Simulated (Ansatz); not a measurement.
Cost and result for the atomization energy of C$_{4}$H$_{5}$FS, SMILES `C=C(C=S)CF` (11 atoms, 10 bonds).

```xyz
11

C    -0.7476    0.8205    0.9973
C    -0.0703    0.0039    0.1822
C     0.3428   -1.2972    0.6619
S     1.1658   -2.4020   -0.1890
C     0.2823    0.3836   -1.2202
F    -0.1855    1.6435   -1.5215
H    -1.0719    1.8007    0.6724
H    -0.9866    0.5131    2.0089
H     0.0539   -1.5096    1.6935
H     1.3677    0.3720   -1.3567
H    -0.1505   -0.3287   -1.9288
```

Charge 0, multiplicity 1. The structure was optimised at the PBE0-D4/def2-TZVP level. It is one conformer, not always the lowest. Program: Ansatz. All runs use 4 threads of an Arm Neoverse V1 on a shared host. Times are those of one run each, without the atoms' runs, and a repeat can differ threefold. Electronic energies, without spin–orbit coupling; frozen cores. CCSD(T)/CBS adds CCSD(T) − MP2 in def2-TZVPP to the MP2 limit, and its time is that of the two runs behind it. T1 = 0.015; the RHF reference is unstable towards UHF. B3LYP takes the VWN-RPA correlation (the form of Gaussian; ORCA's B3LYP/G).

CCSD(T)/CBS is a level of theory with its own doubt, some kJ/mol a heavy atom from the limit and from the frozen cores, so smaller differences don't rank the functionals.

```json
{"level": "PBE-D4/def2-TZVPP (with forces)", "functions": "267", "wall time": "2.9 s"}
{"level": "PBE0-D4/def2-TZVPP", "functions": "267", "wall time": "3.4 s"}
{"level": "r2SCAN-D4/def2-TZVPP (with forces)", "functions": "267", "wall time": "5.5 s"}
{"level": "B3LYP-D4/def2-TZVPP (with forces)", "functions": "267", "wall time": "5.5 s"}
{"level": "B2PLYP/def2-TZVPP", "functions": "267", "wall time": "8 s"}
{"level": "ωB97X-V/def2-TZVPP", "functions": "267", "wall time": "8.5 s"}
{"level": "ωB97M-V/def2-TZVPP (with forces)", "functions": "267", "wall time": "12 s"}
{"level": "MP2/def2-QZVPP", "functions": "505", "wall time": "35 s"}
{"level": "CCSD(T)/def2-TZVPP", "functions": "267", "wall time": "4 min"}
{"level": "CCSD(T)/CBS(def2)", "functions": "–", "wall time": "4.6 min"}
```

Q: What atomization energy does each give, and how far from CCSD(T)/CBS? (Best estimate.)

A: Ansatz gave: 
| level | atomization (kcal/mol) | difference from CCSD(T)/CBS | per bond |
| --- | --- | --- | --- |
| PBE-D4/def2-TZVPP (with forces) | 1121.7 | 41.6 | 4.2 |
| PBE0-D4/def2-TZVPP | 1094.1 | 14.0 | 1.4 |
| r2SCAN-D4/def2-TZVPP (with forces) | 1088.8 | 8.7 | 0.9 |
| B3LYP-D4/def2-TZVPP (with forces) | 1082.6 | 2.5 | 0.2 |
| B2PLYP/def2-TZVPP | 1071.8 | -8.3 | -0.8 |
| ωB97X-V/def2-TZVPP | 1081.4 | 1.3 | 0.1 |
| ωB97M-V/def2-TZVPP (with forces) | 1085.1 | 5.0 | 0.5 |
| MP2/def2-QZVPP | 1095.2 | 15.1 | 1.5 |
| CCSD(T)/def2-TZVPP | 1052.4 | -27.7 | -2.8 |
| CCSD(T)/CBS(def2) | 1080.1 | 0.0 | 0.0 |

In def2-TZVPP, CCSD(T) changes the Hartree–Fock value by +276.4 kcal/mol (the triples alone add +21.8 kcal/mol) and MP2 by +303.0 kcal/mol; breaking electron pairs costs correlation energy, which Hartree–Fock lacks. The D4 term adds +9.6 kcal/mol with B3LYP and +5.0 kcal/mol with PBE0; it sums over pairs of atoms, weighted by their polarisabilities, and B3LYP, whose exchange is more repulsive, gets the larger term. From PBE to PBE0 (25 % exact exchange), in def2-TZVPP and without D4, the atomization energy moves by −26.7 kcal/mol: exact exchange takes away binding that semilocal exchange gives to molecules.
